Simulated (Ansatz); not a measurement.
One geometry of `N/C(O)=C\O`, several functionals.

```yaml
crystal:
  periodic: [false, false, false]
  atoms:
    - {symbol: N, position_ang: [0.626681, 1.158616, 0.097837]}
    - {symbol: C, position_ang: [0.030743, -0.020320, -0.380796]}
    - {symbol: O, position_ang: [0.058904, -0.172589, -1.744685]}
    - {symbol: C, position_ang: [-0.503125, -0.882564, 0.482801]}
    - {symbol: O, position_ang: [-0.503461, -0.683144, 1.824927]}
    - {symbol: H, position_ang: [0.167308, 1.983252, -0.272912]}
    - {symbol: H, position_ang: [1.605983, 1.210304, -0.160586]}
    - {symbol: H, position_ang: [-0.366294, -1.002696, -1.981807]}
    - {symbol: H, position_ang: [-0.978171, -1.808972, 0.183002]}
    - {symbol: H, position_ang: [-0.055369, 0.166912, 1.955020]}
basis:
  gaussian: {orbitals: def2-TZVPP}
hamiltonian: {xc: pbe, dispersion: d4}
output: {forces: true, orbitals: {seedname: orbitals}}
```

```sh
$ ansatz run in.yaml --threads 4 --pin off --events-out ev --progress --plain
```

It prints (some lines left out):

```
Functional definition: PBE
1112 factors; their error is unknown
mean field evaluation 1: about -7720.2585 eV, gradient 8.4e1 eV
mean field evaluation 2: about -7694.7071 eV, gradient 1.4e2 eV
mean field evaluation 4: about -7733.1475 eV, gradient 1.0e1 eV
mean field evaluation 8: about -7733.3582 eV, gradient 1.7e-1 eV
mean field evaluation 16: about -7733.3408 eV, gradient 1.0e-2 eV
mean field -7733.34083986 eV, -284.1950340180 hartree, gradient 3.4e-5 eV, S^2 0.000000; 0 other end points of the search recorded, 0 dependent functions left out
reference -7733.34087423 eV, -284.1950352813 hartree; 20, 20 occupied and 205, 205 virtual orbitals, 1112 factors
Total energy: -7733.50399698 eV, -284.2010299316 hartree
Atom 0 at     0.626681     1.158616     0.097837 Å, force    -0.027111    -0.002602     0.327455 eV/Å
Atom 1 at     0.030743    -0.020320    -0.380796 Å, force     0.127036     0.225279    -0.071969 eV/Å
Atom 2 at     0.058904    -0.172589    -1.744685 Å, force     0.234593     0.355988    -0.546171 eV/Å
Atom 3 at    -0.503125    -0.882564     0.482801 Å, force    -0.193893    -0.350711     0.061396 eV/Å
Atom 4 at    -0.503461    -0.683144     1.824927 Å, force    -0.260835    -0.402104     0.548825 eV/Å
Atom 5 at     0.167308     1.983252    -0.272912 Å, force    -0.133998     0.312081    -0.113648 eV/Å
Atom 6 at     1.605983     1.210304    -0.160586 Å, force     0.345769     0.054240    -0.076072 eV/Å
Atom 7 at    -0.366294    -1.002696    -1.981807 Å, force    -0.216655    -0.423009    -0.123612 eV/Å
Atom 8 at    -0.978171    -1.808972     0.183002 Å, force    -0.109002    -0.210676    -0.054326 eV/Å
Atom 9 at    -0.055369     0.166912     1.955020 Å, force     0.234096     0.441514     0.048122 eV/Å
Dipole moment:     0.084161     0.112633    -0.288667 e Å
```

Hardware: 4 threads of a server CPU on a shared host. Wall time 2 s, peak host memory 0.24 GiB.

With the line `hamiltonian: {xc: {name: B3LYP}, dispersion: d4}` (abridged; 3.3 s):

```
Functional definition: B3LYP
mean field evaluation 16: about -7742.1175 eV, gradient 2.7e-4 eV
mean field -7742.11753355 eV, -284.5175715622 hartree, gradient 3.6e-5 eV, S^2 0.000000
Total energy: -7742.37811002 eV, -284.5271475707 hartree
Atom 0 force     0.108457     0.204520     0.019899 eV/Å
Atom 1 force    -0.071451    -0.095119     0.248747 eV/Å
Atom 2 force    -0.008569    -0.065597    -0.330119 eV/Å
Atom 3 force    -0.093806    -0.220886    -0.313466 eV/Å
Atom 4 force     0.013771     0.071676     0.310214 eV/Å
Atom 5 force     0.021743     0.031156     0.012259 eV/Å
Atom 6 force     0.012593     0.036032     0.011753 eV/Å
Atom 7 force    -0.006045    -0.021591    -0.071039 eV/Å
Atom 8 force     0.032625     0.063155     0.020130 eV/Å
Atom 9 force    -0.009319    -0.003345     0.091622 eV/Å
Dipole moment:     0.080948     0.105389    -0.297043 e Å
```

Changing it to `hamiltonian: {xc: {name: revPBE}, dispersion: d4}` and no forces (abridged; 1.8 s):

```
Functional definition: revPBE
mean field evaluation 16: about -7739.7051 eV, gradient 3.3e-4 eV
mean field -7739.70508461 eV, -284.4289156990 hartree, gradient 3.7e-5 eV, S^2 0.000000
Total energy: -7740.29822627 eV, -284.4507132529 hartree
```

Changing it to `hamiltonian: {xc: {name: BLYP}, dispersion: d4}` and no forces (abridged; 1.8 s):

```
Functional definition: BLYP
mean field evaluation 16: about -7740.0519 eV, gradient 3.8e-4 eV
mean field -7740.05189309 eV, -284.4416606756 hartree, gradient 5.6e-5 eV, S^2 0.000000
Total energy: -7740.42414629 eV, -284.4553407281 hartree
```

The same input with `hamiltonian: {xc: {name: CAM-B3LYP}, dispersion: d4}` and no forces (abridged; 2.6 s):

```
Functional definition: CAM-B3LYP
mean field evaluation 16: about -7738.9573 eV, gradient 1.5e-4 eV
mean field -7738.95727958 eV, -284.4014343711 hartree, gradient 4.7e-5 eV, S^2 0.000000
Total energy: -7739.09108987 eV, -284.4063518084 hartree
```

The same input with `hamiltonian: {xc: {name: PBE-QIDH}}` and no forces (abridged; 5.5 s):

```
Functional definition: PBE-QIDH
mean field evaluation 16: about -7721.9718 eV, gradient 5.5e-4 eV
mean field -7721.97178752 eV, -283.7772290510 hartree, gradient 1.7e-6 eV, S^2 0.000000
5 core orbitals not correlated: weight in the atoms' cores, before any rotation towards them, 1.000 or more for the frozen orbitals, at most 0.000 for the correlated occupied ones
second order -30.84809538 eV of doubles, -0.00000000 eV of singles
Total energy: -7732.25449674 eV, -284.1551116449 hartree
```

B3LYP takes the VWN-RPA correlation (the form of Gaussian; ORCA's B3LYP/G).
